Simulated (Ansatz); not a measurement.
The same path of AlH3O2 + H (7 atoms, charge 0, multiplicity 2) was run twice with different band settings. Lost on the way: Al1–H2. Made: H2–H7.

Computed with UKS B3LYP/cc-pVDZ (Ansatz 0.2.0).

Relaxed end points:

```xyz
7
Properties=species:S:1:pos:R:3
Al 0.054 -0.280 -0.105
H -0.061 -0.040 1.448
O 1.635 -0.350 -0.790
H 1.766 -0.498 -1.735
O -1.300 -0.482 -1.162
H -2.209 -0.451 -0.844
H -0.095 0.303 4.262
```

```xyz
7
Properties=species:S:1:pos:R:3
Al -0.037 -0.462 -0.560
H 0.032 0.098 2.990
O 1.399 -0.401 -1.541
H 2.270 -0.404 -1.124
O -1.535 -0.448 -1.445
H -2.377 -0.479 -0.973
H 0.038 0.297 3.726
```

Common settings: climbing image yes; spring 5.0 eV/Å²; optimiser quadratic models (default); start path through a guess of the saddle point; force threshold 0.05 eV/Å; iteration limit 60; end points relaxed.

| run | movable images |
| --- | --- |
| 1 | 5 |
| 2 | 3 |

Question: What does each run give, and how far can it be trusted?

Answer: Run 1: converged after 23 iterations, highest image 0.017 eV above the first end. Beside the main top the profile has a ripple of under 15 meV (maxima at images 1, 5), which may be a very shallow well or noise. A vibrational analysis at the climbing image gives one clearly imaginary mode, 282i cm⁻¹: a first-order saddle point.
Run 2: converged after 12 iterations, highest image 0.017 eV above the first end. Another band between the same ends (5 images) ends at a top of the same energy, where a vibrational analysis finds 1 clearly imaginary mode. So few images can step over the top or miss a turn of the path.
